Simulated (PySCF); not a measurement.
CH₄S, SMILES CS.

Geometry optimised at B3LYP-D3(BJ)/def2-TZVP.

Two levels are set side by side: PBE/def2-TZVPD (PySCF) and r2SCAN/def2-TZVPD (PySCF). Same geometry, gas phase. Differences are taken from unrounded values.

```
quantity                     r2SCAN
---------------------------  ------
orbital gap (eV)               5.56
highest occupied level (eV)   -5.83
lowest empty level (eV)       -0.27
dipole moment (D)              1.60
mean polarisability (bohr³)    37.1
```

Task: What does PBE give, and how far is it from r2SCAN? (An estimate is asked for; the answer gives what the named calculation found.)

Result: 
```
quantity                       PBE  PBE minus r2SCAN
---------------------------  -----  ----------------
orbital gap (eV)              4.82             -0.74
highest occupied level (eV)  -5.60              0.23
lowest empty level (eV)      -0.77             -0.51
dipole moment (D)             1.54             -0.06
mean polarisability (bohr³)   38.1               1.0
```

Rough cost on one machine, each run with all the roots and properties that it gave: r2SCAN against PBE about 3 times.
